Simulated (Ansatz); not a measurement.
A run on H$_{4}$NPSi, SMILES `N1[SiH2]P1` with other settings.

```yaml
crystal:
  periodic: [false, false, false]
  atoms:
    - {symbol: N, position_ang: [-0.793014, -0.713144, 0.091478]}
    - {symbol: Si, position_ang: [-0.048347, 0.821659, 0.215425]}
    - {symbol: P, position_ang: [0.837843, -1.134753, 0.649835]}
    - {symbol: H, position_ang: [-1.280249, -1.198874, -0.643264]}
    - {symbol: H, position_ang: [0.352774, 1.536324, -1.019982]}
    - {symbol: H, position_ang: [-0.579495, 1.733940, 1.251205]}
    - {symbol: H, position_ang: [1.571688, -1.113153, -0.590198]}
basis:
  gaussian: {orbitals: LANL2DZ}
hamiltonian: {xc: {name: B3LYP5}}
```

```sh
$ ansatz run in.yaml --threads 2 --pin off --events-out ev --progress --plain --max-ram 4352MiB
```

It prints (some lines left out):

```
Error: <dir> can't be read: No such file or directory (os error 2)
```
